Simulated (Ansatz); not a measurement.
# Strontium, fcc under r²SCAN: convergence with the k-point mesh

Aim: find which k-point mesh is enough for energy and pressure. The geometry was relaxed under r²SCAN beforehand and stays fixed; 7 values are run, from 2×2×2 to 13×13×13. Wanted are the values from which on the energy stays within 10 and 1 meV/atom, and the pressure within 0.5 GPa, of the last run. Within the series other settings stay, but some runs also write fields, which adds to their time. Spin polarisation is left out.

Program: Ansatz 0.2.0. Level of theory: DFT r²SCAN, plane waves with PAW, scalar-relativistic. These are calculated values, not measurements.

### Step 1. The system as given

Symmetry: Fm-3m, No. 225, cubic system. Conventional cell: a = 6.104 Å, b = 6.104 Å, c = 6.104 Å, α = 90.00°, β = 90.00°, γ = 90.00°. Around Sr (site symmetry m-3m) lie 12 Sr at 4.32 Å.

Coordinates:

```
Sr
1.0
     0.00000    3.05211    3.05211
     3.05211    0.00000    3.05211
     3.05211    3.05211    0.00000
Sr
1
Direct
  0.00000 0.00000 0.00000
```

### Step 2. With a k-mesh of 2×2×2

The run at 2×2×2.

The input, input.yaml:

```yaml
crystal:
  lattice:
    - [0.0, 3.052110409, 3.052110409]
    - [3.052110409, 0.0, 3.052110409]
    - [3.052110409, 3.052110409, 0.0]
  atoms:
    - { symbol: Sr, position: [0.0, 0.0, 0.0] }
hamiltonian:
  xc: r2scan
  pseudopotentials:
    kind: paw
    azcp:
      Sr: "pseudopotentials/Sr.paw.azcp"
basis:
  ecutwfc: 500
  fft_grid_basis: typed
kpoints:
  mp_grid: { grid: [2, 2, 2], shift: [0, 0, 0] }
magnetization:
  spin_polarized: false
scf:
  occupations: { method: fermi_dirac, width: 0.1 }
  lower_state_search: "off"
output:
  stress: true
```

On the command line:

```sh
$ ansatz run input.yaml --threads 2 --pin off --max-ram 5120MiB --backend cpu --events-out ev --progress --plain --runs-dir out
```

### Step 3. With a k-mesh of 3×3×3

The run at 3×3×3.

input.yaml: that of step 2 with these lines changed.

```diff
@@ -17,3 +17,3 @@
 kpoints:
-  mp_grid: { grid: [2, 2, 2], shift: [0, 0, 0] }
+  mp_grid: { grid: [3, 3, 3], shift: [0, 0, 0] }
 magnetization:
```

### Step 4. With a k-mesh of 4×4×4

The run at 4×4×4.

input.yaml: that of step 3 with these lines changed.

```diff
@@ -17,3 +17,3 @@
 kpoints:
-  mp_grid: { grid: [3, 3, 3], shift: [0, 0, 0] }
+  mp_grid: { grid: [4, 4, 4], shift: [0, 0, 0] }
 magnetization:
```

### Step 5. With a k-mesh of 6×6×6

The run at 6×6×6.

input.yaml: that of step 4 with these lines changed.

```diff
@@ -17,3 +17,3 @@
 kpoints:
-  mp_grid: { grid: [4, 4, 4], shift: [0, 0, 0] }
+  mp_grid: { grid: [6, 6, 6], shift: [0, 0, 0] }
 magnetization:
@@ -25 +25,5 @@
   stress: true
+  write_density: true
+  write_potential: true
+  elf: true
+  volumetric_format: npy
```

### Step 6. With a k-mesh of 7×7×7

The run at 7×7×7.

input.yaml: that of step 5 with these lines changed.

```diff
@@ -17,3 +17,3 @@
 kpoints:
-  mp_grid: { grid: [6, 6, 6], shift: [0, 0, 0] }
+  mp_grid: { grid: [7, 7, 7], shift: [0, 0, 0] }
 magnetization:
```

### Step 7. With a k-mesh of 10×10×10

The run at 10×10×10.

input.yaml: that of step 6 with these lines changed.

```diff
@@ -17,3 +17,3 @@
 kpoints:
-  mp_grid: { grid: [7, 7, 7], shift: [0, 0, 0] }
+  mp_grid: { grid: [10, 10, 10], shift: [0, 0, 0] }
 magnetization:
```

### Step 8. With a k-mesh of 13×13×13

The run at 13×13×13.

input.yaml: that of step 7 with these lines changed.

```diff
@@ -17,3 +17,3 @@
 kpoints:
-  mp_grid: { grid: [10, 10, 10], shift: [0, 0, 0] }
+  mp_grid: { grid: [13, 13, 13], shift: [0, 0, 0] }
 magnetization:
```

(Steps that only read results are left out.)

What does the calculation give? Wanted: pressure at 13×13×13.

As calculated:

| quantity | value |
| --- | --- |
| E(σ → 0) stays within 10 meV/atom of 13×13×13 | from 7×7×7 on |
| E(σ → 0) stays within 1 meV/atom | from 10×10×10 on |
| pressure stays within 0.5 GPa | from 3×3×3 on |
| pressure at 13×13×13 | 0.00 GPa |
| CPU time, dearest over cheapest | 6.9 |
| energy of a separate run on a finer mesh (15×15×15) | +0.2 meV/atom from 13×13×13 |

In words: At 2×2×2 the energy differs by +149.0 meV/atom and the pressure by -3.5 GPa. The error changes sign along the series: k-point sums are not variational. From 10×10×10 on, the energy holds to 1 meV/atom. A Fermi surface needs many points. A run on a finer mesh agrees with the yardstick to 1 meV/atom.
